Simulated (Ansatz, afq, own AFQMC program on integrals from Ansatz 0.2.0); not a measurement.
Two steps: Ansatz 0.2.0 writes the Fock matrix and Cholesky factors of the valence space, and afq projects on them the lowest state that overlaps trial and start.

```yaml
crystal:
  periodic: [false, false, false]
  atoms:
    - {symbol: Si, position_ang: [0.000000, 0.064974, 1.002576]}
    - {symbol: Si, position_ang: [0.000000, -0.003762, -1.097650]}
    - {symbol: H, position_ang: [0.000000, -0.431741, 2.589663]}
    - {symbol: H, position_ang: [0.000000, -1.273871, 0.059490]}
basis:
  gaussian: {orbitals: cc-pVDZ}
magnetization: {spin_polarized: true, initial_magnetization: 0}
correlation: {method: ccsd_t, electrons: outside_noble_gas, hamiltonian_folder: ham}
```

```sh
$ ansatz run in.yaml --threads 1 --pin off --events-out ev --progress --plain --max-ram 1382MiB
```

Options of the walk:

```
--method phaseless --trial cisd --walkers 70 --populations 1 --least-time 40 --time-step 0.005 --steps-per-block 50 --equilibration-blocks 28 --max-blocks 300 --target-error 0.00038 --factor-cut 1e-05 --start spin_pure --seed 4637 --release-times 0.24,0.51,0.99,1.62,2.4 --release-step 0.03 --release-every 4 --taylor-order 6
```

Times are imaginary, in 1/Eh. The walk had a cap of 536 s.

afq prints:

```
orbitals 36  electrons 5 5  factors 274 of 456
reference energy -578.89685554 Eh
CCSD correlation -0.22536865 Eh in 12 cycles, weight of the determinant in the CISD state 0.8334
energy of the start -579.122224 Eh
 block  time / (1/Eh)  mean weight  energy / Eh
     1     0.250  1.0002  -579.118348
     2     0.500  1.0007  -579.119461
     3     0.750  0.9996  -579.121094
     4     1.000  1.0007  -579.121505
     5     1.250  0.9995  -579.124703
     7     1.750  0.9994  -579.128194
     9     2.250  0.9989  -579.135968
    11     2.750  1.0011  -579.132704
    21     5.250  1.0009  -579.127336
    31     7.750  1.0005  -579.134697
    41    10.250  0.9986  -579.136478
    51    12.750  0.9990  -579.138417
    61    15.250  1.0010  -579.139528
    71    17.750  1.0014  -579.129232
    81    20.250  1.0003  -579.136129
    91    22.750  1.0001  -579.139200
    96    24.000  1.0013  -579.152917
   101    25.250  1.0009  -579.149140
   111    27.750  1.0004  -579.129081
   121    30.250  1.0017  -579.136285
   131    32.750  1.0001  -579.133147
   141    35.250  0.9986  -579.130787
   151    37.750  0.9991  -579.128985
   161    40.250  0.9991  -579.132358
   171    42.750  0.9994  -579.131055
   181    45.250  0.9992  -579.136780
   191    47.750  0.9995  -579.133828
   196    49.000  1.0014  -579.133468
blocks merged  error / Eh  count
     1  0.000462  172
     2  0.000607  86
     4  0.000806  43
     8  0.001006  21
    16  0.001314  10
released: time / (1/Eh)  energy / Eh  error  mean overlap
  0.24  -579.136695  0.000946  1.0065
  0.51  -579.135799  0.000718  1.0108
  0.99  -579.136306  0.000567  1.0075
  1.62  -579.136294  0.000717  1.0242
  2.40  -579.135636  0.000860  1.0240
energy -579.136361 +/- 0.001006 Eh
(rows thinned)
```

The run passed its tests (sampling time, drift between the halves within three errors, error under three times the target), which doesn't prove that it has relaxed, ending at its cap on processor time. The second half of the sampling lies above the first by 1.7 errors of their difference, so the energy may still be moving and its error bar be too small.

Against this walk (error 27.4 meV) on the same determinant: CCSD(T) 57.8 meV higher, CCSDT(Q) 7.5 meV lower (within the noise). The error is statistical and leaves out the bias of the constraint. Released to 2.40 1/Eh the energy moves by 20 ± 36 meV (both errors), within twice the noise.

Cautions: constraint bias not in the error; error above the target (27.4 against 10.3 meV); higher spins were not checked; an unrestricted solution with more broken spin lies lower (57 meV, ⟨S²⟩ 0.34), while this determinant keeps restricted orbitals; raised T1 diagnostic (T1 0.020, weight of the determinant 0.83, largest double 0.13); the bias of populations of 70 walkers isn't removed.

The walk took 9 min on 1 thread of Intel(R) Xeon(R) Platinum 8259CL CPU @ 2.50GHz (Skylake/Cascade Lake), on a shared host. The log's last line is the phaseless energy.

CCSDT and higher add their correlation energy to the determinant of the CCSD(T) run, since their own runs factorise the integrals more tightly (a shift of under 2 meV). A walk keeps the symmetry of its determinant, which the program's search chose and which needn't be the lowest solution, so a lower state of the same spin and another symmetry isn't excluded.
